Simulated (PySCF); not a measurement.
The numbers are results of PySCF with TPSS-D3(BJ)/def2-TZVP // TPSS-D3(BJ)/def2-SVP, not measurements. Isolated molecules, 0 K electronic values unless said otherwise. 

Reference species (SMILES): `[OH]` (neutral, multiplicity 2).

| Item | Result |
|---|---|
| highest occupied spin orbital | -7.32 eV |

Changed species: `[CH3]` (free radical CH3; the reference has free radical OH).

Predict the effect on the highest occupied spin orbital.

the highest occupied spin orbital increases by 1.82 eV, to -5.50 eV.
